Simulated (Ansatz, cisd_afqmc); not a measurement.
System: NH$_{4}$, charge 1, singlet. NH4+ (SMILES [NH4+]).
B3LYP-D3(BJ)/def2-TZVP minimum from Ansatz (a program for electronic structure):
```xyz
5

N      0.0000     0.0000     0.0000
H      0.0143     0.9619    -0.3540
H      0.8334    -0.4977    -0.3293
H     -0.8403    -0.4774    -0.3416
H     -0.0074     0.0132     1.0249
```
Charge +1, spin multiplicity 1.

Total energies in cc-pVTZ, 8 correlated electrons, 1 frozen orbitals. Radicals and triplets start from unrestricted determinants; spin-orbit coupling is neglected. Correlated methods leave the cores frozen. No relativity. AFQMC is phaseless with a CISD trial state; ± is one standard error, without the phaseless bias. Outlying blocks are dropped, and bars are widened where a walk drifts. Over all cases where full CI ran beside it in this data, AFQMC minus full CI had a median of +0.1 mEh and passed +0.4 mEh in a tenth of the cases.

```
method         program        energy (Eh)  minus CCSDT(Q) (mEh)
----------  ----------  -----------------  --------------------
HF              Ansatz          -56.56395                251.79
MP2             Ansatz          -56.79345                 22.29
CCSD            Ansatz          -56.80865                  7.08
CCSD(T)         Ansatz          -56.81531                  0.43
CCSDT(Q)        Ansatz          -56.81574                  0.00
AFQMC/CISD  cisd_afqmc  -56.8157 ± 0.0001             0.0 ± 0.1
```

Rough core times of Ansatz's runs on a shared machine: CCSD(T) under 20 s, CCSDT(Q) 80 s.
